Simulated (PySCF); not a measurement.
# Constants of MgS, step by step

State: ¹Σ⁺, singlet, closed shell. De refers to Mg + S. RHF-based CCSD(T) in PySCF 2.14 with Mg cc-pCVDZ, S aug-cc-pV(D+d)Z and Mg cc-pCVTZ, S aug-cc-pV(T+d)Z (frozen core orbitals: 6; no relativity). Correlation energies are extrapolated as n⁻³ (n = 2, 3), Hartree–Fock as (n+1)·exp(−9√n). CV is the change on freezing 2 orbitals instead, in Mg cc-pCVTZ, S cc-pwCVTZ. SR is the spin-free X2C energy in Mg cc-pCVTZ-DK, S cc-pVTZ-DK less the non-relativistic one in Mg cc-pCVTZ, S cc-pVTZ.

```json
{"Level": "CCSD(T)/DZ", "Re (Å)": "2.1961", "ωe (cm⁻¹)": "500.7", "ωexe (cm⁻¹)": "2.47", "αe (cm⁻¹)": "0.00156", "De (eV)": "1.739"}
{"Level": "CCSD(T)/TZ", "Re (Å)": "2.1593", "ωe (cm⁻¹)": "525.7", "ωexe (cm⁻¹)": "2.59", "αe (cm⁻¹)": "0.00167", "De (eV)": "2.072"}
{"Level": "HF/CBS", "Re (Å)": "2.1334", "ωe (cm⁻¹)": "553.5", "ωexe (cm⁻¹)": "3.28", "αe (cm⁻¹)": "0.00182", "De (eV)": "0.357"}
{"Level": "MP2/CBS", "Re (Å)": "2.1406", "ωe (cm⁻¹)": "560.8", "ωexe (cm⁻¹)": "1.59", "αe (cm⁻¹)": "0.00129", "De (eV)": "2.442"}
{"Level": "CCSD/CBS", "Re (Å)": "2.1433", "ωe (cm⁻¹)": "533.8", "ωexe (cm⁻¹)": "2.84", "αe (cm⁻¹)": "0.00182", "De (eV)": "1.886"}
{"Level": "CCSD(T)/CBS", "Re (Å)": "2.1501", "ωe (cm⁻¹)": "532.8", "ωexe (cm⁻¹)": "2.62", "αe (cm⁻¹)": "0.00169", "De (eV)": "2.196"}
{"Level": "CCSD(T)/CBS+CV", "Re (Å)": "2.1480", "ωe (cm⁻¹)": "533.8", "ωexe (cm⁻¹)": "2.61", "αe (cm⁻¹)": "0.00170", "De (eV)": "2.206"}
{"Level": "CCSD(T)/CBS+CV+SR", "Re (Å)": "2.1470", "ωe (cm⁻¹)": "533.4", "ωexe (cm⁻¹)": "2.62", "αe (cm⁻¹)": "0.00170", "De (eV)": "2.190"}
```

**Question.** How much is left between CCSD(T)/TZ and the basis-set limit, and how much do the triples give at the limit?

**Answer.** CCSD(T)/CBS less CCSD(T)/TZ: -9.2 mÅ in Re, +7.1 cm⁻¹ in ωe and +0.124 eV in De. CCSD(T)/CBS less CCSD/CBS: +6.8 mÅ in Re, -1.0 cm⁻¹ in ωe and +0.310 eV in De.

**Question.** What do the later terms add?

**Answer.** CV: -2.1 mÅ in Re, +1.0 cm⁻¹ in ωe and +0.010 eV in De; SR: -1.0 mÅ in Re, -0.4 cm⁻¹ in ωe and -0.016 eV in De, each against the row above.

The T1 diagnostic is 0.024, large enough to doubt a single reference. The open-shell atoms are computed with UHF. Spin–orbit coupling, excitations beyond (T) and corrections to the Born–Oppenheimer picture are left out.

The whole job (state search and all basis sets along the bond) took about 15 min on 4 threads of Arm Neoverse V1 (shared host), peak memory 4.4 GiB.
